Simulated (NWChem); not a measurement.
System: CHO, doublet; SMILES [CH]=O

All runs: NWChem. Spin-unrestricted. In the optimisation the excess spin sits in a' (Cs, its own frame). No stability test was run on the SCF state. Each level has its own optimisation; frequencies are unscaled.

For level PBE/3-21G:

| Property | Result |
|---|---|
| r C–O (Å) | 1.214 |

**Question.** How do the values read with level PBE/aug-pcseg-1 instead?

**Answer.** 
| Quantity | Result |
|---|---|
| r C–O (Å) | 1.188 |
